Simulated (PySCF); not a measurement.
Ionisation energies (eV) were calculated with PySCF 2.14 by PBE, MP2 (valence), UHF, in another order, as differences of total energies without spin-orbit coupling. The measured values are between term centres (NIST).

| species | measured | A | B | C |
| --- | --- | --- | --- | --- |
| Be (aug-cc-pCVTZ-DK with one added diffuse shell each of s, p, d, f type, spin-free X2C) | 9.323 | 8.044 | 9.001 | 8.827 |
| O (aug-cc-pCVTZ-DK with one added diffuse shell each of s, p, d, f type, spin-free X2C) | 13.608 | 12.020 | 14.058 | 13.335 |
| Ne (aug-cc-pCVTZ-DK with one added diffuse shell each of s, p, d, f type, spin-free X2C) | 21.597 | 19.665 | 21.661 | 21.652 |
| Si⁺ (aug-cc-pCVTZ-DK with one added diffuse shell each of s, p, d, f type, spin-free X2C) | 16.322 | 15.818 | 16.389 | 16.086 |
| P (aug-cc-pCVTZ-DK with one added diffuse shell each of s, p, d, f type, spin-free X2C) | 10.526 | 9.896 | 10.481 | 10.483 |
| S (aug-cc-pCVTZ-DK with one added diffuse shell each of s, p, d, f type, spin-free X2C) | 10.336 | 9.222 | 10.420 | 9.991 |
| Ar (aug-cc-pCVTZ-DK with one added diffuse shell each of s, p, d, f type, spin-free X2C) | 15.819 | 14.537 | 15.694 | 15.728 |
| Cr (aug-cc-pwCVTZ-DK with one added diffuse shell each of s, p, d, f, g type, spin-free X2C) | 6.767 | 6.004 | 7.388 | 6.519 |

Which column is which method?

A is UHF (mean error -1.14 eV); B is PBE (mean error 0.10 eV); C is MP2 (valence) (mean error -0.21 eV). Hartree-Fock lacks the correlation of the electron removed and comes out lowest. PBE, with gradient corrections, lies close to experiment on average, with errors of both signs. Valence MP2 in a finite basis recovers only part of the missing correlation, so it stays below experiment on average.
